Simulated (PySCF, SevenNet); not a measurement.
For rock-salt MgS, the machine-learned potential SevenNet-l3i5 (trained on PBE and PBE+U data) gives:

lattice constant a: 5.228 Å
bulk modulus B0: 72.7 GPa

**Question.** What does MP2 in PySCF (GTH pseudopotentials, Gaussian basis) give for the same quantities?

**Answer.** 
- lattice constant a: 5.169 Å (shrinks by 1.1 %)
- bulk modulus: 85.5 GPa (grows by 18 %)

For comparison: lattice constant a 5.188 Å (measured, corrected for zero-point motion; as tabulated in Goldzak et al. (2022), arXiv:2208.04865); bulk modulus 81 GPa (measured, corrected for zero-point motion; as tabulated in Goldzak et al. (2022), arXiv:2208.04865).

Changes are worked out from the printed values.

Unless a cell is named, each level is at its own relaxed cell (SevenNet-l3i5 17.86, MP2 17.26 Å³/atom).
